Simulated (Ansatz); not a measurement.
# Si3+ (doublet): from Hartree-Fock to the top rungs, def2-TZVPP

One table from this session's results is given with a row withheld; the runs are named, their logs left out.

Method: def2-TZVPP, core rule «outside noble gas», up to 15 orbitals frozen; program: Ansatz 0.2.0, Gaussian basis.

The runs, in order: UHF; ROHF; CCSD(T) on UHF.

2 further runs of the same task are left out: 2 set aside as unsound or not needed.

## The geometry

The geometry is a PBE0/def2-TZVP stationary point (not a proven minimum) of the parent state, kept for this charge and spin.

3 atoms, charge 1, spin multiplicity 2.

Atoms are counted from 1 here; the program's logs count them from 0.

Bond lengths: Si1–Si2 2.170 Å, Si2–Si3 2.170 Å. Angles: Si1–Si2–Si3 78.5°.

Set-up of the first run:

in.yaml reads:

```yaml
crystal:
  periodic: [false, false, false]
  atoms:
    - {symbol: Si, position_ang: [0.000000, -0.560103, 1.373751]}
    - {symbol: Si, position_ang: [0.000000, 1.120206, 0.000000]}
    - {symbol: Si, position_ang: [0.000000, -0.560103, -1.373751]}
basis:
  gaussian: {orbitals: def2-TZVPP}
total_charge: 1
magnetization: {spin_polarized: true, initial_magnetization: 1}
hamiltonian: {xc: hf}
output: {orbitals: {seedname: orbitals}}
```

Launch:

```sh
$ ansatz run in.yaml --threads 1 --pin off --events-out ev --progress --plain --max-ram 4096MiB --backend cpu
```

Steps of the session up to this table: UHF; ROHF; CCSD(T) on UHF.

One of the session's tables, all rows but one given; the rest of the session is left out.

It belongs to the step «Misses and costs». 

```
  method  from UCCSD(T) (kcal/mol)
    ROHF                   +212.11
     UHF                   +199.94
    UMP2                    +41.26
   UCCSD                         ?
UCCSD(T)                         0
```

**Question.** Estimate the row for UCCSD.

**Answer.** from UCCSD(T) (kcal/mol): +16.69. In the column «from UCCSD(T) (kcal/mol)» it lies between UCCSD(T) (0) and UMP2 (+41.26).

Limits of these values: The determinant is far from a pure spin state, so its energy mixes those of several spin states (harmless only where they are near-degenerate, as at dissociation). Warnings: spin contamination; coupled cluster took another determinant than the lowest.
